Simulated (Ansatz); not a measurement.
# BH4+ (singlet): from Hartree-Fock to the top rungs at a displaced geometry (v2), cc-pVTZ

The task here is to estimate one member of a computed series from the others.

Program: Ansatz 0.2.0, Gaussian basis. Level of theory: cc-pVTZ, core rule «outside noble gas», up to 1 orbitals frozen. These are calculated values, not measurements.

The runs, in order: UHF; CCSD(T) on RHF; BCCD(T) on RHF; CCSDT(Q) on RHF.

13 further runs of the same task are left out: 2 for a known fault of the program, 5 that didn't finish, 6 set aside as unsound or not needed.

### The system

The geometry is a PBE0/def2-TZVP stationary point (not a proven minimum) with its atoms shifted at random (size 0.100 Å).

5 atoms, charge 1, spin multiplicity 1.

Atoms are counted from 1 here; the program's logs count them from 0.

Bond lengths: B1–H2 1.237 Å, B1–H3 1.234 Å, B1–H4 1.140 Å, B1–H5 1.340 Å. Angles: H2–B1–H3 89.8°, H2–B1–H4 92.3°, H2–B1–H5 167.6°, H3–B1–H4 174.9°, H3–B1–H5 88.5°, H4–B1–H5 88.5°.

Geometry (Å):

```xyz
5
BH4
B     0.0249    0.0131    0.0030
H    -0.1556    0.8829    0.8645
H    -0.0847   -0.8609    0.8676
H     0.0411    0.7838   -0.8365
H    -0.0677   -0.9467   -0.9281
```

The first run:

Input file in.yaml:

```yaml
crystal:
  periodic: [false, false, false]
  atoms:
    - {symbol: B, position_ang: [0.024887, 0.013137, 0.003030]}
    - {symbol: H, position_ang: [-0.155570, 0.882936, 0.864457]}
    - {symbol: H, position_ang: [-0.084690, -0.860880, 0.867615]}
    - {symbol: H, position_ang: [0.041064, 0.783784, -0.836513]}
    - {symbol: H, position_ang: [-0.067734, -0.946742, -0.928059]}
basis:
  gaussian: {orbitals: cc-pVTZ}
total_charge: 1
magnetization: {spin_polarized: true, initial_magnetization: 0}
hamiltonian: {xc: hf}
output: {orbitals: {seedname: orbitals}}
```

Launch:

```console
$ ansatz run in.yaml --threads 1 --pin off --events-out ev --progress --plain --max-ram 2393MiB
```

Steps of the session up to this table: UHF; CCSD(T) on RHF; BCCD(T) on RHF; CCSDT(Q) on RHF.

One table of the session follows, with a row left open; its other results are not shown here.

It belongs to the step «Misses and costs». 

```
   method  from RCCSDT(Q) (kJ/mol)
      RHF                        ?
     RMP2                    +76.8
    RCCSD                    +13.3
 RCCSD(T)                     +2.2
  BCCD(T)                     +2.2
   RCCSDT                     +0.6
RCCSDT(Q)                        0
```

Q: Estimate the row for RHF from the others.

**Answer.** from RCCSDT(Q) (kJ/mol): +419.2. In the column «from RCCSDT(Q) (kJ/mol)» it is the highest.
